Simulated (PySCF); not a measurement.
A species of formula C4H10N (doublet) has this rotational fingerprint, computed with PySCF, PBE0-D3(BJ)/def2-SVP geometry optimisation, gas phase:

| Quantity | Value |
| --- | --- |
| Rotational constants | A = 7859, B = 3583, C = 2739 MHz |
| Dipole components | \|μa\| = 0.79 D, \|μb\| = 0.37 D, \|μc\| = 0.57 D |
| Inertial defect | -20.86 u·Å² |
| κ | -0.67 |

Problem. Which structure is it? (One computed conformer of each.)
A. `[CH2:1][CH2:2][C@H:3]([CH3:4])[NH2:5]` (doublet state) with H–C1–C2–C3 79° and -96°, C1–C2–C3–C4 -178°, C2–C3–N5–H 61° and -55°
B. `[CH3:1][C:2]([CH3:3])[CH2:4][NH2:5]` (doublet state) with C1–C2–C4–N5 43°, C2–C4–N5–H 68° and -173°

Solution. A. It is [CH2]C[C@H](C)N, an asymmetric top, point group C1. The candidates at the same level (rigid rotor, commonest isotopes):

```tsv
SMILES	A (MHz)	B (MHz)	C (MHz)	μa (D)	μb (D)	μc (D)	Δ (u·Å²)	point group	rotor
C[C](C)CN	7582	3542	2623	0.40	1.14	0.24	-16.65	C1	asymmetric top
[CH2]C[C@H](C)N	7859	3583	2739	0.79	0.37	0.57	-20.86	C1	asymmetric top
```

`C[C](C)CN` has C 4 % too low. No structure here is proved a minimum.
